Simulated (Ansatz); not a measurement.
CH$_{2}$BN, SMILES `B1C=N1`. The species carries charge 0 and has multiplicity 1.

```xyz
5

B    -0.480   -0.374   -0.422
C     0.603    0.254    0.290
N    -0.609    0.581    0.636
H    -1.073   -1.052   -1.183
H     1.559    0.591    0.678
```

Task: What are the harmonic wavenumbers in cm⁻¹ at PBE0-D4/def2-TZVP (Ansatz, finite differences of forces, unscaled)? (Best estimate.)

Result: Computed: 759, 798, 937, 941, 1149, 1321, 1591, 2785, 3186.

Task: Is this a minimum?

Result: Yes, all 9 modes are real.

Task: Give the ideal-gas thermochemistry at 298.15 K and 1 bar (rigid rotor, harmonic oscillator; point group Cs, symmetry number 1).

Result: Zero-point energy 80.6 kJ/mol; H(298) − E = 91.3 kJ/mol; entropy 243.2 J/(mol·K), of which translation 154.5, rotation 85.5, vibration 3.2; G(298) − E = 18.7 kJ/mol.
